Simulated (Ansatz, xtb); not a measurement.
Two spin states of CH3LiSi

We compare a, `[Li][Si]C`, a triplet, with b, `[Li][Si]C`, a singlet. Both are isolated molecules in the gas phase, relaxed with B3LYP/6-31G*.

a (Å):

```yaml
atoms:
  - { symbol: C, position_ang: [-1.2776, 1.1028, 0.0121] }
  - { symbol: Li, position_ang: [-2.4245, -2.5464, -1.3729] }
  - { symbol: Si, position_ang: [-1.1912, -0.6017, -0.8903] }
  - { symbol: H, position_ang: [-0.3330, 1.6496, -0.0988] }
  - { symbol: H, position_ang: [-2.0763, 1.7327, -0.3988] }
  - { symbol: H, position_ang: [-1.4649, 0.9776, 1.0858] }
```

b (Å):

```json
{"atom": "C", "x (Å)": "-1.2443", "y (Å)": "1.0095", "z (Å)": "-0.0135"}
{"atom": "Li", "x (Å)": "-2.6604", "y (Å)": "-2.1860", "z (Å)": "-0.8637"}
{"atom": "Si", "x (Å)": "-0.7438", "y (Å)": "-0.4214", "z (Å)": "-1.2273"}
{"atom": "H", "x (Å)": "-0.4302", "y (Å)": "1.7243", "z (Å)": "0.1578"}
{"atom": "H", "x (Å)": "-2.0435", "y (Å)": "1.5593", "z (Å)": "-0.5438"}
{"atom": "H", "x (Å)": "-1.6700", "y (Å)": "0.7161", "z (Å)": "0.9521"}
```

Question: Estimate E(b) − E(a) at the level CCSD(T)/def2-TZVPP.

Answer: Calculated at CCSD(T)/def2-TZVPP: E(b) − E(a) = +34.9 kJ/mol, so structure a lies lower.

Level by level:

| level | geometry | E(b) − E(a) (kJ/mol) | departure from the last row (kJ/mol) | job, with rough time for the two |
| --- | --- | --- | --- | --- |
| B3LYP/6-31G* | B3LYP/6-31G* | +31.5 | −3.4 | optimisation, 54 s |
| HF/def2-TZVPP | B3LYP/6-31G* | +94.4 | +59.6 | part of the CCSD(T) run |
| MP2/def2-TZVPP | B3LYP/6-31G* | +45.8 | +11.0 | part of the CCSD(T) run |
| CCSD(T)/def2-TZVPP | B3LYP/6-31G* | +34.9 |  | single point, 47 s |

None of the levels shown reverses the order. The largest departure from CCSD(T)/def2-TZVPP is that of HF/def2-TZVPP, 59.6 kJ/mol. Levels run at GFN2-xTB geometries aren't shown.

With harmonic frequencies from B3LYP/6-31G* (ideal gas, rigid rotor, one conformer each, 298.15 K, 1 atm): on the last row, ΔE + ΔZPE = +33.6 kJ/mol. A mode under 50 cm⁻¹ makes harmonic enthalpies and free energies unreliable, so none is given.

Open shells are spin-unrestricted. The closed-shell singlet above a triplet ground state is poorly described by one determinant. The correlated steps freeze 6 core orbitals; the last core shell of Li is correlated, in a basis made for valence electrons. ΔG holds the spin degeneracy. Programs: Ansatz 0.2.0; the last row on 1 thread of Arm Neoverse V2 on a shared host.
